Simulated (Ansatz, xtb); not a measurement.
**Ligand exchange: BH2(NH2) + MgH(SH) → BH2(SH) + MgH(NH2)**

Species: BH2(NH2), singlet; MgH(SH), singlet; BH2(SH), singlet; MgH(NH2), singlet. The partners trade NH2 for SH: B–NH2 and Mg–SH bonds give way to B–SH and Mg–NH2.

Shapes, held fixed at every level: PBE0-D4/def2-TZVP. Programs: Ansatz 0.2.0, xtb 6.7.1. The zero-point and thermal change to 298 K, harmonic and unscaled (PBE0-D4/def2-TZVP), is -6.0 kJ/mol.

Task: Estimate ΔH(298 K) of this reaction.

Result: The highest level, CCSD(T)/def2-TZVPP, gives ΔH(298 K) = +115.7 kJ/mol; the levels span +115.7 to +179.1. GFN0-xTB strays far from the other rows. The column of differences is taken from that level and isn't an error. No measured value is set beside it here. Outer-core shells of Mg are correlated, in sets that cover them unevenly. Times are processor times on shared x86 and Arm servers, and rough.

```csv
level,kind,ΔH(298 K) (kJ/mol),less CCSD(T)/def2-TZVPP,CPU time (sum over the molecules)
GFN0-xTB,semi-empirical,+179.1,+63.4,0.14 s
HF/def2-SVP,Hartree–Fock,+138.6,+22.9,–
SPW92/def2-TZVPP,LDA,+121.1,+5.4,3.3 s
PBE-D4/def2-TZVPP,GGA,+115.9,+0.2,5.9 s
r2SCAN0-D4/def2-TZVPP,global hybrid,+122.2,+6.5,10 s
wB97X-V/def2-TZVPP,range-separated hybrid,+118.8,+3.1,17 s
CCSD(T)/def2-SVP,coupled cluster or CI,+124.5,+8.8,2.9 s
CCSD/def2-SVP,coupled cluster or CI,+126.2,+10.5,–
CCSD(T)/def2-TZVPP,coupled cluster or CI,+115.7,0.0,21 s
```
